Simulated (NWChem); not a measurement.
Species: hydrogen sulfide (H$_{2}$S); SMILES S

```xyz
3

S      0.0000     0.0000     0.1231
H      0.9740     0.0000    -0.8272
H     -0.9740     0.0000    -0.8272
```
Atoms are numbered in this order, from 1.

Level: PBE-D3(BJ)/def2-SVP (NWChem), optimised geometry, unscaled harmonic frequencies. 

List the harmonic frequencies with IR intensities, and the thermochemistry.


| frequency (cm⁻¹) | IR intensity (km/mol) |
|---|---|
| 1150 | 1.3 |
| 2627 | 1.2 |
| 2651 | 2.9 |

```
Quantity                                                                           Result
-----------------------------------------------------------------------  ----------------
zero-point energy                                                            9.2 kcal/mol
thermal correction to the enthalpy at 298.15 K (with zero-point energy)     11.6 kcal/mol
heat capacity Cv                                                          6.2 cal/(mol K)
entropy at 298.15 K and 1 atm (symmetry number 2)                        49.2 cal/(mol K)
dipole moment                                                                      1.29 D
```

Rigid rotor and harmonic oscillator.
